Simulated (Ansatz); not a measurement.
Predict the output of the script below (Ansatz 0.2.0 through its Python package).

`run_relaxed_scan.py`
```python
"""One bond of AlH2S held at set lengths while the rest relaxes."""

import ansatz as az
import numpy as np

geometry_ang = [
    ("Al", [0.045, -1.0787, -0.2818]),
    ("S", [0.952, 1.0117, -0.1353]),
    ("H", [-0.7904, -1.6602, 0.9524]),
    ("H", [-0.151, 1.6669, -0.5556]),
]
geometry = az.Crystal.molecule()
for symbol, xyz in geometry_ang:
    geometry = geometry.atom(symbol, xyz)

job = (
    geometry.calculation()
    .basis(gaussian="def2-SVP")
    .functional("B3LYP")
    .spin("collinear", total=1)
)
symbols = [site.symbol for site in geometry.cartesian_sites]
pairs = [(0, 1), (0, 2), (1, 3)]
print("held (A)   E (eV)        ", "  ".join(f"{symbols[i]}{i}-{symbols[j]}{j}" for i, j in pairs))
for length in [1.47, 1.6, 1.73, 1.92, 2.16]:
    summary = job.relax(constraints=[az.DistanceConstraint((0, 2), at=length)], force_tolerance=0.02, max_steps=60).run().report
    xyz = np.array(summary["positions_ang"])
    print(f"{length:6.2f} {summary['free_energy_ev']:14.5f}  ", "  ".join(f"{np.linalg.norm(xyz[i] - xyz[j]):.3f}" for i, j in pairs))
```

Output of `python run_relaxed_scan.py`:
```text
held (A)   E (eV)         Al0-S1  Al0-H2  S1-H3
DeckWarning: relax.constraints: the input's atoms, or those drawn, lie off the distances that are held; a relaxation that starts there is brought onto them ahead of its first SCF, by positions alone, [...]
  1.47   -17459.99768   2.215  1.470  1.356
  1.60   -17460.12860   2.215  1.600  1.357
  1.73   -17460.05184   2.217  1.730  1.356
  1.92   -17459.74839   2.219  1.920  1.357
  2.16   -17459.26240   2.225  2.160  1.357
```
(Warnings from the package without file and line, shortened, repeats left out.)

Reading the output:
- Total energies depend on the basis set; only differences at equal settings carry meaning.
- The energies are electronic: no zero-point or thermal terms, and the basis set is short of its limit.
- The species is open-shell (spin multiplicity 2).
- b3lyp holds the VWN-RPA fit, as in Gaussian; the form of ORCA and Turbomole is b3lyp5.
- It ran for 82 s on 1 thread of Arm Neoverse V1 (shared host), peak memory 0.19 GiB.

(Lines on the test bed's own set-up are left out of the output.)
